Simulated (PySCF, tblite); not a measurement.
# CHNO: tautomers

What do calculations give for the tautomers of CHNO (`N#CO`)?

Computed with tblite 0.8.0 and PySCF 2.14.0 and routines of our own; the level stands in each step. Atoms count from 0.

## 1. The system as given

4 atoms, charge 0, multiplicity 1; geometry from: start built from the parent or by distance geometry.

## 2. Optimising the geometry with GFN2-xTB

What the job is given:

```
{"job": {"kind": "relax", "xc": "GFN2-xTB", "basis": "xTB"}, "charge": 0, "multiplicity": 1}
N      1.651900    -0.291700     0.003000
C      0.483400    -0.039500    -0.012800
O     -0.819700     0.223300     0.009500
H     -1.295200     0.117500    -0.917000
```

Command:

```bash
$ OMP_NUM_THREADS=1 python redox_run.py task.json out
```

The driver reads the jobs from task.json and runs them one after another.

Output:

```text
step      E/eV     max force
  0    -260.71352    6.025
  1    -260.46627   15.961
  2    -261.05758    1.788
  3    -261.07474    0.566
  4    -261.08263    0.466
  5    -261.08566    0.427
  6    -261.08705    0.122
  7    -261.08725    0.067
  8    -261.08759    0.150
  9    -261.08793    0.186
 10    -261.08815    0.112
 11    -261.08820    0.024
 12    -261.08821    0.008
```

Wall time 0.03 s (1 thread of Arm Neoverse V1, shared host).

Along the way: (the energy doesn't fall at every step)

```
step  energy from step 0 (eV)  largest force (eV/Å)
   0                   0.0000                6.0246
   1                   0.2473               15.9614
   2                  -0.3441                1.7880
   3                  -0.3612                0.5661
   4                  -0.3691                0.4657
   5                  -0.3721                0.4272
   6                  -0.3735                0.1215
   7                  -0.3737                0.0668
   8                  -0.3741                0.1499
   9                  -0.3744                0.1860
  10                  -0.3746                0.1122
  11                  -0.3747                0.0236
  12                  -0.3747                0.0083
```

Close pairs (by a distance rule), those that changed most:

```
 bond  before (Å)  after (Å)  change (Å)
O2–H3       1.047      0.965      -0.082
N0–C1       1.196      1.142      -0.054
C1–O2       1.330      1.276      -0.053
```

The final coordinates are the input of the step that follows.

## 3. Harmonic vibrations with GFN2-xTB

What the job is given:

```
{"job": {"kind": "ir", "xc": "GFN2-xTB", "basis": "xTB"}, "charge": 0, "multiplicity": 1}
N      1.576072    -0.272088    -0.002607
C      0.456762    -0.048402    -0.034957
O     -0.791523     0.216786    -0.011029
H     -1.220842     0.113250    -0.868754
```

Output:

```text
mode    cm-1     km/mol
  1     449.9     30.02
  2     485.0     29.49
  3    1071.2    186.74
  4    1141.2    117.06
  5    2473.4    431.09
  6    3483.6     57.05
ZPE 54.455  H(298)-E 65.811  G(298)-E -6.221 kJ/mol  S 241.60 J/(mol K)
```

Wall time 0.07 s (1 thread of Arm Neoverse V1, shared host).

Which atoms move in the most intense modes:

```
cm⁻¹  km/mol                      atoms
 450    30.0  C1 64 %, N0 18 %, H3 12 %
 485    29.5  C1 72 %, N0 17 %, O2 10 %
1071   186.7           H3 81 %, O2 10 %
1141   117.1           O2 58 %, N0 32 %
2473   431.1           C1 63 %, N0 35 %
3484    57.0                    H3 94 %
```

## 4. Geometry optimisation at PBE0-D3(BJ)/def2-SVP

What the job is given:

```
{"job": {"xc": "PBE0", "basis": "def2-SVP", "d3": "d3bj", "grid": 1, "kind": "geom"}, "charge": 0, "multiplicity": 1}
N      1.576072    -0.272088    -0.002607
C      0.456762    -0.048402    -0.034957
O     -0.791523     0.216786    -0.011029
H     -1.220842     0.113250    -0.868754
```

Output:

```text
step   0  E = -168.32296431  max force = 0.045502
step   1  E = -168.32406992  max force = 0.000921
step   2  E = -168.32407576  max force = 0.000209
optimisation converged
```

It took 1.6 s on 1 thread of Arm Neoverse V1, shared host.

Step by step:

```
step  energy from step 0 (eV)  largest force component (eV/Å)
   0                   0.0000                          2.3398
   1                  -0.0301                          0.0474
   2                  -0.0302                          0.0107
```

Distances of close pairs at the start and the end, largest changes first:

```
 bond  before (Å)  after (Å)  change (Å)
N0–C1       1.142      1.160      +0.018
C1–O2       1.276      1.290      +0.013
O2–H3       0.965      0.968      +0.004
```

The end geometry stands in the next job.

```
                         at the end point                  value
  point group (found at 0.08 Å tolerance)                     Cs
rotational constants (GHz, main isotopes)  671.8, 10.676, 10.509
                        dipole moment (D)                   3.96
```

## 5. Harmonic vibrations (CHNO): PBE0-D3(BJ)/def2-SVP

What the job is given:

```
{"job": {"xc": "PBE0", "basis": "def2-SVP", "d3": "d3bj", "grid": 2, "kind": "hessian"}, "charge": 0, "multiplicity": 1}
N      1.585733    -0.271216     0.005015
C      0.448393    -0.045464    -0.027682
O     -0.813991     0.217060    -0.005930
H     -1.196685     0.108902    -0.888787
```

Output:

```text
coarse grid: 3856 points
cycle   1  E = -168.2137923624  dE =  4.886e-01  |g| = 6.204e-01  |ddm| = 2.353e+00
cycle   2  E = -167.9950949058  dE =  2.187e-01  |g| = 1.169e+00  |ddm| = 1.183e+00
cycle   3  E = -168.2890939049  dE = -2.940e-01  |g| = 2.175e-01  |ddm| = 8.753e-01
cycle   4  E = -168.2979846263  dE = -8.891e-03  |g| = 5.268e-02  |ddm| = 1.636e-01
cycle   5  E = -168.2985352018  dE = -5.506e-04  |g| = 7.950e-03  |ddm| = 3.859e-02
cycle   6  E = -168.2985497719  dE = -1.457e-05  |g| = 1.573e-03  |ddm| = 8.442e-03
cycle   7  E = -168.2985503096  dE = -5.377e-07  |g| = 2.600e-04  |ddm| = 1.283e-03
final grid: 38784 points
cycle   8  E = -168.3240859845  dE = -5.661e-06  |g| = 5.032e-03  |ddm| = 1.216e-02
cycle   9  E = -168.3240751123  dE =  1.087e-05  |g| = 8.829e-03  |ddm| = 8.814e-03
cycle  10  E = -168.3240903915  dE = -1.528e-05  |g| = 1.714e-03  |ddm| = 6.154e-03
cycle  11  E = -168.3240910209  dE = -6.294e-07  |g| = 1.825e-04  |ddm| = 1.182e-03
cycle  12  E = -168.3240910273  dE = -6.382e-09  |g| = 3.791e-05  |ddm| = 1.613e-04
cycle  13  E = -168.3240910277  dE = -3.546e-10  |g| = 3.193e-06  |ddm| = 3.629e-05
cycle  14  E = -168.3240910277  dE = -3.155e-12  |g| = 4.572e-07  |ddm| = 3.990e-06
converged SCF energy = -168.3240910277

mode    cm-1
  1     445.8
  2     506.2
  3    1150.3
  4    1217.4
  5    2447.1
  6    3827.2
ZPE 57.384  H(298)-E 68.674  G(298)-E -3.389 kJ/mol  S 241.70 J/(mol K)
```

Wall time 6.5 s (1 thread of Arm Neoverse V1, shared host); peak memory 0.59 GiB.

Zero-point energy 57.38 kJ/mol (xTB gave 54.45).

## 6. Single point (CHNO): M06-2X/def2-TZVP

Geometry: PBE0-D3(BJ)/def2-SVP.

What the job is given:

```
{"job": {"kind": "sp", "xc": "M06-2X", "basis": "def2-TZVP", "grid": 3}, "charge": 0, "multiplicity": 1}
N      1.585733    -0.271216     0.005015
C      0.448393    -0.045464    -0.027682
O     -0.813991     0.217060    -0.005930
H     -1.196685     0.108902    -0.888787
```

Output:

```text
coarse grid: 17952 points
cycle   1  E = -168.5630307248  dE =  5.303e-01  |g| = 6.064e-01  |ddm| = 1.751e+00
cycle   2  E = -168.4590807140  dE =  1.040e-01  |g| = 9.649e-01  |ddm| = 7.947e-01
cycle   3  E = -168.6443938675  dE = -1.853e-01  |g| = 1.261e-01  |ddm| = 4.801e-01
cycle   4  E = -168.6467193760  dE = -2.326e-03  |g| = 5.632e-02  |ddm| = 7.839e-02
cycle   5  E = -168.6473136125  dE = -5.942e-04  |g| = 7.404e-03  |ddm| = 3.032e-02
cycle   6  E = -168.6473283434  dE = -1.473e-05  |g| = 1.618e-03  |ddm| = 7.019e-03
cycle   7  E = -168.6473292187  dE = -8.753e-07  |g| = 4.304e-04  |ddm| = 1.935e-03
final grid: 51912 points
cycle   8  E = -168.6476136777  dE = -2.932e-06  |g| = 1.280e-03  |ddm| = 1.262e-02
cycle   9  E = -168.6476131185  dE =  5.592e-07  |g| = 2.143e-03  |ddm| = 1.721e-03
cycle  10  E = -168.6476140358  dE = -9.173e-07  |g| = 1.507e-04  |ddm| = 9.877e-04
cycle  11  E = -168.6476140386  dE = -2.889e-09  |g| = 1.197e-04  |ddm| = 1.326e-04
cycle  12  E = -168.6476140411  dE = -2.479e-09  |g| = 1.263e-05  |ddm| = 5.951e-05
converged SCF energy = -168.6476140411
```

Wall time 2.4 s (1 thread of Arm Neoverse V1, shared host).

## 7. Relaxing the molecule with GFN2-xTB

This step treats CHNO, `N=C=O`.

What the job is given:

```
{"job": {"kind": "relax", "xc": "GFN2-xTB", "basis": "xTB"}, "charge": 0, "multiplicity": 1}
N     -0.726100     0.303100    -0.168400
C      0.443300     0.098300    -0.465000
O      1.645400    -0.150800    -0.725800
H     -1.342200    -0.241000     0.441800
```

Output:

```text
step      E/eV     max force
  0    -261.67051    7.834
  1    -261.63547   15.628
  2    -262.09099    6.421
  3    -262.15309    3.389
  4    -262.23780    0.931
  5    -262.25034    0.505
  6    -262.26409    0.596
  7    -262.26946    0.396
  8    -262.27238    0.234
  9    -262.27717    0.358
 10    -262.28079    0.396
 11    -262.28264    0.230
 12    -262.28300    0.040
 13    -262.28301    0.005
```

It took 0.03 s on 1 thread of Arm Neoverse V1, shared host.

The steps of the relaxation: (the energy doesn't fall at every step)

```
step  energy from step 0 (eV)  largest force (eV/Å)
   0                   0.0000                7.8344
   1                   0.0350               15.6282
   2                  -0.4205                6.4212
   3                  -0.4826                3.3887
   4                  -0.5673                0.9312
   5                  -0.5798                0.5051
   6                  -0.5936                0.5963
   7                  -0.5990                0.3956
   8                  -0.6019                0.2342
   9                  -0.6067                0.3582
  10                  -0.6103                0.3962
  11                  -0.6121                0.2297
  12                  -0.6125                0.0397
  13                  -0.6125                0.0047
```

Close pairs (by a distance rule), those that changed most:

```
 bond  before (Å)  after (Å)  change (Å)
C1–O2       1.255      1.154      -0.101
N0–C1       1.224      1.191      -0.033
N0–H3       1.024      0.993      -0.031
```

The final coordinates are the input of the step that follows.

## 8. Infrared spectrum with GFN2-xTB

What the job is given:

```
{"job": {"kind": "ir", "xc": "GFN2-xTB", "basis": "xTB"}, "charge": 0, "multiplicity": 1}
N     -0.657948     0.239691    -0.151031
C      0.480741    -0.002134    -0.401880
O      1.574244    -0.061764    -0.765591
H     -1.376569    -0.166248     0.401154
```

Output:

```text
mode    cm-1     km/mol
  1     528.1     23.03
  2     553.7      3.05
  3     685.5    262.01
  4    1405.0      5.60
  5    2511.7    968.90
  6    3637.6     91.45
ZPE 55.755  H(298)-E 67.029  G(298)-E -4.019 kJ/mol  S 238.30 J/(mol K)
```

It took 0.07 s on 1 thread of Arm Neoverse V1, shared host.

The strongest bands and the atoms that carry them (share of the mass-weighted mode):

```
cm⁻¹  km/mol                      atoms
 528    23.0  C1 59 %, H3 20 %, O2 15 %
 554     3.0  C1 60 %, H3 22 %, O2 14 %
 686   262.0  H3 69 %, N0 18 %, C1 12 %
1405     5.6           O2 48 %, N0 47 %
2512   968.9  C1 72 %, O2 14 %, N0 13 %
3638    91.5                    H3 92 %
```

## 9. Geometry optimisation at PBE0-D3(BJ)/def2-SVP

This step treats CHNO, `N=C=O`.

What the job is given:

```
{"job": {"xc": "PBE0", "basis": "def2-SVP", "d3": "d3bj", "grid": 1, "kind": "geom"}, "charge": 0, "multiplicity": 1}
N     -0.657948     0.239691    -0.151031
C      0.480741    -0.002134    -0.401880
O      1.574244    -0.061764    -0.765591
H     -1.376569    -0.166248     0.401154
```

Output:

```text
step   0  E = -168.37000825  max force = 0.028373
step   1  E = -168.37156112  max force = 0.002416
step   2  E = -168.37167436  max force = 0.002330
step   3  E = -168.37169313  max force = 0.000192
step   4  E = -168.37169379  max force = 0.000086
optimisation converged
```

Wall time 2.2 s (1 thread of Arm Neoverse V1, shared host).

Relaxation path:

```
step  energy from step 0 (eV)  largest force component (eV/Å)
   0                   0.0000                          1.4590
   1                  -0.0423                          0.1242
   2                  -0.0453                          0.1198
   3                  -0.0458                          0.0099
   4                  -0.0459                          0.0044
```

Distances of close pairs at the start and the end, largest changes first:

```
 bond  before (Å)  after (Å)  change (Å)
N0–C1       1.191      1.210      +0.020
N0–H3       0.993      1.009      +0.016
C1–O2       1.154      1.165      +0.011
```

The end geometry stands in the next job.

```
                         at the end point                  value
  point group (found at 0.08 Å tolerance)                     Cs
rotational constants (GHz, main isotopes)  955.0, 11.069, 10.942
                        dipole moment (D)                   2.27
```

## 10. Harmonic vibrations (CHNO, N=C=O): PBE0-D3(BJ)/def2-SVP

What the job is given:

```
{"job": {"xc": "PBE0", "basis": "def2-SVP", "d3": "d3bj", "grid": 2, "kind": "hessian"}, "charge": 0, "multiplicity": 1}
N     -0.697473     0.274608    -0.163484
C      0.461776     0.047387    -0.427423
O      1.572898    -0.053180    -0.762157
H     -1.316762    -0.253458     0.432156
```

Output:

```text
coarse grid: 3856 points
cycle   1  E = -168.2555634088  dE =  5.383e-01  |g| = 6.798e-01  |ddm| = 2.393e+00
cycle   2  E = -168.0073102624  dE =  2.483e-01  |g| = 1.341e+00  |ddm| = 1.285e+00
cycle   3  E = -168.3317381382  dE = -3.244e-01  |g| = 2.501e-01  |ddm| = 9.338e-01
cycle   4  E = -168.3447875316  dE = -1.305e-02  |g| = 6.226e-02  |ddm| = 2.121e-01
cycle   5  E = -168.3456379454  dE = -8.504e-04  |g| = 9.688e-03  |ddm| = 5.153e-02
cycle   6  E = -168.3456602380  dE = -2.229e-05  |g| = 1.743e-03  |ddm| = 9.927e-03
cycle   7  E = -168.3456609059  dE = -6.679e-07  |g| = 1.808e-04  |ddm| = 1.384e-03
final grid: 38784 points
cycle   8  E = -168.3716907056  dE =  8.048e-06  |g| = 1.028e-02  |ddm| = 1.371e-02
cycle   9  E = -168.3715997244  dE =  9.098e-05  |g| = 2.349e-02  |ddm| = 2.147e-02
cycle  10  E = -168.3717110370  dE = -1.113e-04  |g| = 1.129e-03  |ddm| = 1.580e-02
cycle  11  E = -168.3717113446  dE = -3.076e-07  |g| = 2.419e-04  |ddm| = 9.700e-04
cycle  12  E = -168.3717113554  dE = -1.076e-08  |g| = 3.899e-05  |ddm| = 1.826e-04
cycle  13  E = -168.3717113557  dE = -3.358e-10  |g| = 1.122e-05  |ddm| = 3.973e-05
cycle  14  E = -168.3717113558  dE = -3.018e-11  |g| = 1.127e-06  |ddm| = 9.159e-06
converged SCF energy = -168.3717113558

mode    cm-1
  1     542.5
  2     630.9
  3     711.5
  4    1380.4
  5    2434.2
  6    3754.8
ZPE 56.549  H(298)-E 67.658  G(298)-E -3.537 kJ/mol  S 238.79 J/(mol K)
```

Run time: 6.5 s. Hardware: 1 thread of Arm Neoverse V1, shared host; peak memory 0.67 GiB.

Zero-point energy 56.55 kJ/mol (xTB gave 55.76).

## 11. Single point (CHNO, N=C=O): M06-2X/def2-TZVP

Geometry: PBE0-D3(BJ)/def2-SVP.

What the job is given:

```
{"job": {"kind": "sp", "xc": "M06-2X", "basis": "def2-TZVP", "grid": 3}, "charge": 0, "multiplicity": 1}
N     -0.697473     0.274608    -0.163484
C      0.461776     0.047387    -0.427423
O      1.572898    -0.053180    -0.762157
H     -1.316762    -0.253458     0.432156
```

Output:

```text
coarse grid: 17952 points
cycle   1  E = -168.6014466083  dE =  5.965e-01  |g| = 6.589e-01  |ddm| = 1.800e+00
cycle   2  E = -168.5065658233  dE =  9.488e-02  |g| = 1.023e+00  |ddm| = 7.280e-01
cycle   3  E = -168.6840097628  dE = -1.774e-01  |g| = 1.230e-01  |ddm| = 4.530e-01
cycle   4  E = -168.6865597215  dE = -2.550e-03  |g| = 4.917e-02  |ddm| = 7.790e-02
cycle   5  E = -168.6870549092  dE = -4.952e-04  |g| = 5.409e-03  |ddm| = 2.814e-02
cycle   6  E = -168.6870630837  dE = -8.174e-06  |g| = 1.317e-03  |ddm| = 5.490e-03
final grid: 51912 points
cycle   7  E = -168.6875189674  dE = -2.970e-06  |g| = 1.982e-03  |ddm| = 1.028e-02
cycle   8  E = -168.6875184274  dE =  5.400e-07  |g| = 2.840e-03  |ddm| = 2.257e-03
cycle   9  E = -168.6875197329  dE = -1.305e-06  |g| = 3.662e-04  |ddm| = 1.270e-03
cycle  10  E = -168.6875197602  dE = -2.733e-08  |g| = 1.572e-04  |ddm| = 2.443e-04
cycle  11  E = -168.6875197679  dE = -7.629e-09  |g| = 7.366e-05  |ddm| = 1.484e-04
converged SCF energy = -168.6875197679
```

It took 2.2 s on 1 thread of Arm Neoverse V1, shared host.

## 12. Tautomers: M06-2X/def2-TZVP

This step combines the energies above: geometries from PBE0-D3(BJ)/def2-SVP, zero-point and thermal terms from PBE0-D3(BJ)/def2-SVP.

What the job is given:

```
{"job": {"kind": "ta", "tautomers": ["N=C=O"], "geom": {"xc": "PBE0", "basis": "def2-SVP", "d3": "d3bj", "grid": 1}, "hess": 1, "level": {"xc": "M06-2X", "basis": "def2-TZVP", "grid": 3}}, "charge": 0, "multiplicity": 1}
N      1.585733    -0.271216     0.005015
C      0.448393    -0.045464    -0.027682
O     -0.813991     0.217060    -0.005930
H     -1.196685     0.108902    -0.888787
```

Output (the driver's rows laid out field by field):

```text
tautomers, M06-2X/def2-TZVP // PBE0-D3(BJ)/def2-SVP

row 1
  formula                 CHNO
  charge                  0
  multiplicity            1
  smiles                  N#CO
  kept                    yes
  pieces                  1
  point_group             Cs
  electronic              0.0
  enthalpy                0.0
  free_energy             0.0
  share_gas               4.157e-19

row 2
  formula                 CHNO
  charge                  0
  multiplicity            1
  smiles                  N=C=O
  kept                    yes
  pieces                  1
  point_group             Cs
  electronic              -104.77
  enthalpy                -105.79
  free_energy             -104.92
  share_gas               1.0
```

It took 22 s on 1 thread of Arm Neoverse V1, shared host.

Energies above the first form (kJ/mol, gas phase, 298 K for the thermal columns):

```
   no.  tautomer  electronic  enthalpy  free energy
form 0      N#CO         0.0       0.0          0.0
form 1     N=C=O      -104.8    -105.8       -104.9
```

Shares at 298 K in the gas phase: 0: 0 %, 1: 100 %.

## 13. Single point (CHNO): wavefunction

Geometry: PBE0-D3(BJ)/def2-SVP.

What the job is given:

```
{"job": {"kind": "sp", "xc": "CCSD(T)", "basis": "ma-def2-TZVP", "grid": 2}, "charge": 0, "multiplicity": 1}
N      1.585733    -0.271216     0.005015
C      0.448393    -0.045464    -0.027682
O     -0.813991     0.217060    -0.005930
H     -1.196685     0.108902    -0.888787
```

Level: wavefunction single point, frozen core, gas phase.

Output:

```text
final grid: 38784 points
cycle   1  E = -167.7000630776  dE =  5.463e-01  |g| = 6.107e-01  |ddm| = 1.620e+00
cycle   2  E = -167.7465616987  dE = -4.650e-02  |g| = 4.953e-01  |ddm| = 6.194e-01
cycle   3  E = -167.7942949628  dE = -4.773e-02  |g| = 6.848e-02  |ddm| = 3.057e-01
cycle   4  E = -167.7959654045  dE = -1.670e-03  |g| = 3.163e-02  |ddm| = 6.791e-02
cycle   5  E = -167.7963190347  dE = -3.536e-04  |g| = 1.049e-02  |ddm| = 4.240e-02
cycle   6  E = -167.7963663631  dE = -4.733e-05  |g| = 3.476e-03  |ddm| = 1.653e-02
cycle   7  E = -167.7963736687  dE = -7.306e-06  |g| = 1.085e-03  |ddm| = 7.540e-03
cycle   8  E = -167.7963746522  dE = -9.834e-07  |g| = 4.716e-04  |ddm| = 1.672e-03
cycle   9  E = -167.7963749629  dE = -3.107e-07  |g| = 2.257e-04  |ddm| = 8.799e-04
cycle  10  E = -167.7963750435  dE = -8.062e-08  |g| = 5.147e-05  |ddm| = 6.268e-04
cycle  11  E = -167.7963750464  dE = -2.884e-09  |g| = 1.030e-05  |ddm| = 1.215e-04
converged SCF energy = -167.7963750464
E(HF, exact integrals) = -167.7964474866
E(MP2) = -168.3690148491
E(CCSD) = -168.3702543104
E(CCSD(T)) = -168.3969142380
T1 diagnostic = 0.0146
```

It took 40 s on 1 thread of Arm Neoverse V1, shared host; peak memory 0.93 GiB.

## 14. Single point (CHNO, N=C=O): wavefunction

Geometry: PBE0-D3(BJ)/def2-SVP.

What the job is given:

```
{"job": {"kind": "sp", "xc": "CCSD(T)", "basis": "ma-def2-TZVP", "grid": 2}, "charge": 0, "multiplicity": 1}
N     -0.697473     0.274608    -0.163484
C      0.461776     0.047387    -0.427423
O      1.572898    -0.053180    -0.762157
H     -1.316762    -0.253458     0.432156
```

With the program's defaults for keys left out, this is: wavefunction single point, frozen core, gas phase.

Output:

```text
final grid: 38784 points
cycle   1  E = -167.7504835264  dE =  6.317e-01  |g| = 6.399e-01  |ddm| = 1.603e+00
cycle   2  E = -167.7978787019  dE = -4.740e-02  |g| = 4.673e-01  |ddm| = 5.454e-01
cycle   3  E = -167.8350858910  dE = -3.721e-02  |g| = 6.062e-02  |ddm| = 2.423e-01
cycle   4  E = -167.8358805829  dE = -7.947e-04  |g| = 2.346e-02  |ddm| = 4.519e-02
cycle   5  E = -167.8360307234  dE = -1.501e-04  |g| = 7.236e-03  |ddm| = 1.844e-02
cycle   6  E = -167.8360530077  dE = -2.228e-05  |g| = 2.729e-03  |ddm| = 5.897e-03
cycle   7  E = -167.8360612996  dE = -8.292e-06  |g| = 1.255e-03  |ddm| = 4.742e-03
cycle   8  E = -167.8360633981  dE = -2.099e-06  |g| = 3.992e-04  |ddm| = 2.941e-03
cycle   9  E = -167.8360636077  dE = -2.096e-07  |g| = 9.806e-05  |ddm| = 1.109e-03
cycle  10  E = -167.8360636150  dE = -7.333e-09  |g| = 2.535e-05  |ddm| = 1.972e-04
converged SCF energy = -167.8360636150
E(HF, exact integrals) = -167.8361493391
E(MP2) = -168.4097655252
E(CCSD) = -168.4074468008
E(CCSD(T)) = -168.4357741154
T1 diagnostic = 0.0180
```

Wall time 41 s (1 thread of Arm Neoverse V1, shared host); peak memory 0.99 GiB.

## 15. Tautomers: CCSD(T)/ma-def2-TZVP

This step combines the energies above: geometries from PBE0-D3(BJ)/def2-SVP, zero-point and thermal terms from PBE0-D3(BJ)/def2-SVP.

What the job is given:

```
{"job": {"kind": "ta", "tautomers": ["N=C=O"], "geom": {"xc": "PBE0", "basis": "def2-SVP", "d3": "d3bj", "grid": 1}, "hess": 1, "level": {"xc": "CCSD(T)", "basis": "ma-def2-TZVP"}}, "charge": 0, "multiplicity": 1}
N      1.585733    -0.271216     0.005015
C      0.448393    -0.045464    -0.027682
O     -0.813991     0.217060    -0.005930
H     -1.196685     0.108902    -0.888787
```

Output (the driver's rows laid out field by field):

```text
tautomers, CCSD(T)/ma-def2-TZVP // PBE0-D3(BJ)/def2-SVP

row 1
  formula                 CHNO
  charge                  0
  multiplicity            1
  smiles                  N#CO
  kept                    yes
  pieces                  1
  point_group             Cs
  electronic              0.0
  enthalpy                0.0
  free_energy             0.0
  share_gas               1.261e-18

row 2
  formula                 CHNO
  charge                  0
  multiplicity            1
  smiles                  N=C=O
  kept                    yes
  pieces                  1
  point_group             Cs
  electronic              -102.03
  enthalpy                -103.04
  free_energy             -102.17
  share_gas               1.0
```

Wall time 81 s (1 thread of Arm Neoverse V1, shared host); peak memory 0.99 GiB.

Energies above the first form (kJ/mol, gas phase, 298 K for the thermal columns):

```
   no.  tautomer  electronic  enthalpy  free energy
form 0      N#CO         0.0       0.0          0.0
form 1     N=C=O      -102.0    -103.0       -102.2
```

Shares at 298 K in the gas phase: 0: 0 %, 1: 100 %.

(Part 1 of 2 ends here.)
